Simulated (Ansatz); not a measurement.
**CH5SSi radical: up Jacob's ladder to CCSD(T)**

An exercise on one series of results from a longer session: the logs are not shown, and one member is left open.

Program: Ansatz 0.2.0, Gaussian basis. Level of theory: functionals in def2-TZVPP, the program's frozen cores in correlated methods. These are calculated values, not measurements.

Plan: LDA (SPW92), PBE-D4, revPBE-D4, BLYP-D4, r2SCAN-D4, B97M-V, PBE0-D4, B3LYP-D4, r2SCANh-D4, r2SCAN0-D4, HSE06-D4, BHLYP-D4, CAM-B3LYP-D4, LC-ωPBE, ωB97X-V, ωB97M-V, B2PLYP, PBE-QIDH; CCSD(T)/def2-SVP; CCSD(T)/def2-TZVPP; MP2/def2-QZVPP; extrapolation to the limit; RPA on PBE.

## The relaxed structure

The geometry comes from an earlier relaxation with PBE0-D4 in a triple-zeta def2 set; it is a stationary point, not always the lowest conformer.

SMILES `C[SiH2][S]`, 8 atoms, charge 0, spin multiplicity 2.

Atoms are counted from 1 here; the program's logs count them from 0.

Bond lengths: C1–Si2 1.864 Å, C1–H4 1.094 Å, C1–H5 1.092 Å, C1–H6 1.092 Å, Si2–S3 2.125 Å, Si2–H7 1.492 Å, Si2–H8 1.488 Å. Angles: Si2–C1–H4 110.2°, Si2–C1–H5 110.7°, Si2–C1–H6 110.7°, H4–C1–H5 108.7°, H4–C1–H6 108.2°, H5–C1–H6 108.3°, C1–Si2–S3 114.0°, C1–Si2–H7 111.2°, C1–Si2–H8 110.4°, S3–Si2–H7 102.4°, S3–Si2–H8 109.7°, H7–Si2–H8 108.8°.

Set-up of the first run:

Contents of in.yaml:

```yaml
crystal:
  periodic: [false, false, false]
  atoms:
    - {symbol: C, position_ang: [-0.598720, 0.798092, -0.213041]}
    - {symbol: Si, position_ang: [0.427596, -0.729407, 0.083902]}
    - {symbol: S, position_ang: [1.890237, -0.504064, 1.609232]}
    - {symbol: H, position_ang: [-1.299436, 0.628397, -1.035285]}
    - {symbol: H, position_ang: [0.038515, 1.647417, -0.466391]}
    - {symbol: H, position_ang: [-1.175308, 1.055431, 0.678115]}
    - {symbol: H, position_ang: [1.258536, -1.063031, -1.109684]}
    - {symbol: H, position_ang: [-0.449119, -1.890136, 0.397252]}
basis:
  gaussian: {orbitals: def2-TZVPP}
magnetization: {spin_polarized: true, initial_magnetization: 1}
hamiltonian: {xc: lda}
output: {orbitals: {seedname: orbitals}}
```

Steps of the session up to this table: LDA; PBE-D4 (GGA); revPBE-D4 (GGA); BLYP-D4 (GGA); r2SCAN-D4 (meta-GGA); B97M-V (meta-GGA); PBE0-D4 (hybrid); B3LYP-D4 (hybrid); r2SCANh-D4 (hybrid); r2SCAN0-D4 (hybrid); HSE06-D4 (hybrid); BHLYP-D4 (hybrid); CAM-B3LYP-D4 (range-separated); LC-ωPBE-D4 (range-separated; the results give it without D4); ωB97X-V (range-separated); ωB97M-V (range-separated); B2PLYP (double hybrid); PBE-QIDH (double hybrid).

One table of the session follows, with a row left open; its other results are not shown here.

It belongs to the step «Orbital energies across the functionals». 

```
  functional  HOMO (eV)  LUMO (eV)  gap (eV)
 LDA (SPW92)      -5.98      -5.93      0.06
      PBE-D4      -5.94      -5.53      0.40
   revPBE-D4      -5.90      -5.43      0.47
     BLYP-D4      -5.79      -5.48      0.30
   r2SCAN-D4      -6.23      -5.18      1.05
      B97M-V      -6.32      -5.39      0.93
     PBE0-D4      -7.19      -4.41      2.79
    B3LYP-D4      -6.96      -4.78      2.17
  r2SCANh-D4      -6.70      -4.77      1.93
  r2SCAN0-D4      -7.38      -4.14      3.24
    HSE06-D4      -6.79      -4.80      1.99
    BHLYP-D4          ?          ?         ?
CAM-B3LYP-D4      -8.54      -3.28      5.26
     LC-ωPBE      -9.97      -1.83      8.14
     ωB97X-V      -9.60      -2.32      7.28
     ωB97M-V      -9.39      -2.43      6.96
```

Q: Estimate the row for BHLYP-D4 from the others.

Worked estimate for «HOMO (eV)». Against the share of exact exchange, BLYP-D4 (0, -5.79), B3LYP-D4 (0.2, -6.96) give a slope of -5.85 per unit share; at 0.5 the line stands at -8.71.

As computed: HOMO (eV): -8.31; LUMO (eV): -3.27; gap (eV): 5.04. In «HOMO (eV)» the line misses by -0.40.
